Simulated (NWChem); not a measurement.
System: fluorine (F₂); SMILES FF

```xyz
2

F      0.0000     0.0000     0.6878
F      0.0000     0.0000    -0.6878
```
Atoms are numbered in this order, from 1.

Program: NWChem. Pople sets run with spherical d functions. Coordinates come from a PBE0-D3(BJ)/def2-TZVP optimisation. Level: M05-2X/6-31G* with COSMO at NWChem's default radii, gas-phase geometry; rows give the dielectric constant.

```csv
dielectric constant,electrostatic solvation energy (kcal/mol)
1.5,-0.1
2.4,-0.1
4.8,-0.1
11.7,-0.2
46.7,-0.2
```
